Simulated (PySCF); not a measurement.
## Dipole moment and polarisability of `F/C=C\[C@H]1C=N1`

Compound: C4H4FN.
Cartesian coordinates in Å at the GFN2-xTB level; atoms count from 1:
```
atom  x, y, z in Å
F1     1.9414   -1.3869   -0.5093
C2     1.7787   -0.1388   -0.0343
C3     0.5854    0.4237    0.0789
C4    -0.6730   -0.2258   -0.3052
C5    -1.9262    0.1192    0.3633
N6    -1.8198    0.6435   -0.7634
H7     2.7192    0.3140    0.2378
H8     0.5230    1.4283    0.4678
H9    -0.5812   -1.1939   -0.7846
H10   -2.5387    0.0214    1.2265
```

Level: PBE0/def2-SVPD (PySCF), static field, nuclei fixed, core orbitals frozen in the response. The polarisability tensor in these axes (au):

```
x   74.25 -7.84 -2.74
y   -7.84 44.86  1.05
z   -2.74  1.05 42.07
```

Give the principal values, the mean and the anisotropy Δα = √{½[(α1 − α2)² + (α2 − α3)² + (α1 − α3)²]}.

Principal values 41.71, 43.01 and 76.46 au; mean 53.73 au = 7.96 Å³ = 8.86 × 10⁻⁴⁰ C²·m²/J; Δα = 34.11 au (63 % of the mean).

What is the dipole moment, and where does it point?

(-0.18, 0.17, 2.37) D, 2.38 D in size, pointing from the negative to the positive side. Measured along this direction, the outermost atoms are H9 and F1 at the negative end and H10 at the positive end.

What depolarisation ratio follows for Rayleigh scattering of linearly polarised light, taking the static tensor?

ρ = 3Δα²/(45ᾱ² + 4Δα²) = 3491.5/(129897 + 4655.3) = 0.0259.

What are the principal values of the traceless quadrupole moment, Θ = ½Σq(3rr − r²1), about the centre of nuclear charge?

-11.30, 1.89, 9.42 D·Å. The values depend on the origin, since the dipole doesn't vanish. The electronic extent ⟨r²⟩ about the same centre is 614 bohr², a root-mean-square distance of 1.98 Å for the 44 electrons.

Form Σ f/ω² (atomic units) for the 6 lowest TDDFT singlets, given as eV and f, and set it beside the mean polarisability, which is this sum over all singlets: 4.44, 0.0177; 6.50, 0.0509; 6.61, 0.1116; 6.75, 0.3709; 6.90, 0.0164; 7.26, 0.0080.

They add up to 9.85 au, 18.3 % of the 53.73 au; the largest single term is 6.03 au, from the state at 6.75 eV. Terms in order: 0.66, 0.89, 1.89, 6.03, 0.25, 0.11 au. Higher excitations give the rest. The strengths listed sum to 0.576.

How large is μ²/3kT at 400 K beside α?

In Gaussian units μ²/3kT = 34.21 Å³ against 7.96 Å³, a ratio of 4.30; the Debye molar polarisation (4π/3)N_A(α + μ²/3kT) is 106.4 cm³/mol, leaving out the vibrational part.

Isolated species at its GFN2-xTB geometry (one conformer only).

These values come from a run that also computed excited states. Time: 24 s of wall time (with the writing of density and orbital grids); peak memory 0.66 GiB. Hardware: one thread of an Arm Neoverse N1, on a shared host.
